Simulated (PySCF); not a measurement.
# C4H8Cl2 (1,4-Dichlorobutane): the cost of one run

The runs use PySCF 2.14.0, with density-fitted response routines of our own; the level of theory stands in each step. All values are computed, except where a source is named. Atoms count from 0, in the outputs and in this text.

### 1 The starting structure

14 atoms, charge 0, multiplicity 1; geometry from: MMFF94s. The atoms were then displaced at random by about 0.03 Å, so the start is not that level's minimum.

Bonds of the start (Å): Cl0–C1 1.84, C1–C2 1.54, C2–C3 1.46, C3–C4 1.57, C4–Cl5 1.77, C1–H6 1.07, C1–H7 1.14, C2–H8 1.11, C2–H9 1.02, C3–H10 1.07, C3–H11 1.14, C4–H12 1.10, C4–H13 1.15.

### 2 Optimising the geometry at PBE0-D3(BJ)/def2-SVP

Job settings and geometry (Å):

```
{"job": {"xc": "PBE0", "basis": "def2-SVP", "d3": "d3bj", "grid": 1, "shake": 0.03, "kind": "geom"}, "charge": 0, "multiplicity": 1}
Cl     2.421290     0.716980     0.812210
C      1.271820     0.798020    -0.625790
C      0.450330    -0.499650    -0.790440
C     -0.292100    -0.864780     0.407900
C     -1.385600     0.179550     0.844130
Cl    -2.500560     0.695450    -0.432810
H      0.650690     1.667310    -0.527790
H      1.965160     0.986140    -1.515260
H      1.212660    -1.299190    -0.873470
H     -0.102510    -0.440030    -1.646890
H      0.206290    -1.161550     1.301310
H     -0.930580    -1.775350     0.167030
H     -0.948740     1.127880     1.202420
H     -2.037570    -0.174600     1.720690
```

Started as:

```sh
$ OMP_NUM_THREADS=1 python probes_run.py task.json out
```

One launch serves the whole session: the jobs run in the order shown.

**Question.** How long does this first job take on 1 thread of Arm Neoverse N1, shared host, and how much memory does it need?

About 84 s, with a peak of 0.51 GiB.
